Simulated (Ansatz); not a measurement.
`[BH3-][OH+]C`. Charge 0, multiplicity 1.

Cartesian coordinates in Å:
```
B -0.780 1.076 0.165
O -0.469 -0.535 0.069
C 0.920 -0.873 -0.017
H -0.279 1.391 1.216
H -1.986 1.110 0.136
H -0.235 1.544 -0.813
H -0.943 -0.875 -0.697
H 1.375 -0.504 0.899
H 1.375 -0.377 -0.877
H 1.022 -1.956 -0.082
```

Task: List the harmonic frequencies (cm⁻¹, unscaled) at PBE0-D4/def2-TZVP in Ansatz. (Estimate.)

Result: Ansatz gave: 142, 201, 289, 552, 634, 908, 951, 1045, 1136, 1168, 1180, 1189, 1199, 1369, 1465, 1480, 1500, 2452, 2524, 2557, 3068, 3156, 3191, 3840.

Task: Is this a minimum?

Result: Yes, all 24 modes are real.

Task: Give the ideal-gas thermochemistry at 298.15 K and 1 bar (rigid rotor, harmonic oscillator; point group C1, symmetry number 1).

Result: Zero-point energy 222.5 kJ/mol; H(298) − E = 238.2 kJ/mol; entropy 284.1 J/(mol·K), of which translation 156.6, rotation 94.3, vibration 33.2; G(298) − E = 153.6 kJ/mol.
